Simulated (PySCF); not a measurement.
# Electron affinity of Si by level of theory

Si⁻ [Ne] 3s2 3p3 (4S) → Si [Ne] 3s2 3p2 (3P), as a difference of total energies. Calculation: PySCF 2.14, in aug-cc-pVDZ-DK; scalar relativity by spin-free X2C-1e. Correlated levels: valence: [Ne] frozen. The calculations carry no spin-orbit coupling.

```
           method  electron affinity (eV)  plus first-order spin-orbit estimate  error of that sum (eV)
              UHF                   0.858                                 0.842                  -0.548
              LDA                   1.587                                 1.571                  +0.181
              PBE                   1.491                                 1.475                  +0.085
             PBE0                   1.460                                 1.444                  +0.054
           r2SCAN                   1.544                                 1.528                  +0.138
           B2PLYP                   1.235                                 1.219                  -0.171
          wB97X-V                   1.211                                 1.195                  -0.195
        BHandHLYP                   1.151                                 1.135                  -0.255
             MN15                   1.418                                 1.402                  +0.012
    MP2 (valence)                   1.305                                 1.289                  -0.101
SCS-MP2 (valence)                   1.140                                 1.124                  -0.266
```

Reference: 1.390 eV (measured; photodetachment measurements, as compiled on the Wikipedia data page of electron affinities).

A first-order spin-orbit estimate (lowest level to lowest level, LS coupling) adds -0.016 eV.

Errors of the correlated levels include the incompleteness of this basis and the frozen core.

In the anion the highest occupied orbital energy is positive at LDA, PBE, PBE0, r2SCAN, MN15, a self-interaction effect; the basis confines that electron, and the energy difference can still be sensible.
